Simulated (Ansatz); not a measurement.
C2H3NO can be A, `C=NC=O`, or B, `OC1=NC1`.

Calculated with Ansatz (gas phase, PBE0-D4/def2-TZVP geometries, no zero-point term in ΔE). CCSD(T)/CBS adds triple-zeta CCSD(T) − MP2 to the extrapolated MP2 energy (def2 sets, frozen cores). DFT in def2-TZVPP. B3LYP here is the variant with VWN-RPA as its local correlation; programs differ in this. One conformer a species, not always the lowest.

Problem. Which is lower in electronic energy at CCSD(T)/CBS, and by how much? (Estimate.)

Solution. The calculation gave: A, by 23.6 kcal/mol.

Problem. Give E(B) − E(A) in kcal/mol with CCSD(T)/def2-SVP, r2SCAN-D4, B3LYP-D4, B2PLYP, CCSD(T)/def2-TZVPP, MP2/def2-TZVPP, PBE0-D4. (Best estimate.)

Solution. Computed: CCSD(T)/def2-SVP 26.0, r2SCAN-D4 22.7, B3LYP-D4 26.4, B2PLYP 25.2, CCSD(T)/def2-TZVPP 23.9, MP2/def2-TZVPP 21.0, PBE0-D4 20.9. None reverses the order clearly.

Problem. Does the order hold for the free energy at 298.15 K (harmonic terms from PBE0-D4)? (Estimate.)

Solution. Computed: Yes: G(B) − G(A) = +24.9 kcal/mol, for one conformer each.

Largest T1 diagnostic: 0.016.

At CCSD(T), def2-SVP lies +2.5 kcal/mol from the extrapolated value and def2-TZVPP +0.3 kcal/mol. Leaving LDA and LC-ωPBE aside and taking each functional with its dispersion term where it has one, the values, not all of them listed here, spread over 7.2 kcal/mol, from PBE-QIDH to BLYP-D4. LDA lies −3.8 kcal/mol from PBE without D4.
